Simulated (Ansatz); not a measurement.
All numbers below come from DFT, PBEsol, plane waves (420 eV) with PAW, scalar-relativistic in Ansatz. (PAW data from PBE, frozen cores regenerated.)

An element in the hcp structure gives this curve. The cell is scaled uniformly from the relaxed one, with fractional coordinates and shape fixed. Energies are extrapolated to zero smearing, pressures are those at the given smearing. Magnetic state: spin not included.

```tsv
V (Å³/atom)	E − E₀ (meV/atom)	P (GPa)
12.227	343.0	74.64
12.783	139.9	43.93
13.338	32.0	19.49
13.894	-0.1	0.05
14.450	28.2	-15.39
15.006	104.2	-27.61
15.562	218.0	-37.23
```

(1) Which element is it?
A. ruthenium
B. platinum
C. molybdenum
D. osmium

Answers

(1) D. Its fit is V₀ = 13.89 Å³/atom, B₀ = 432 GPa, B₀′ = 4.7.
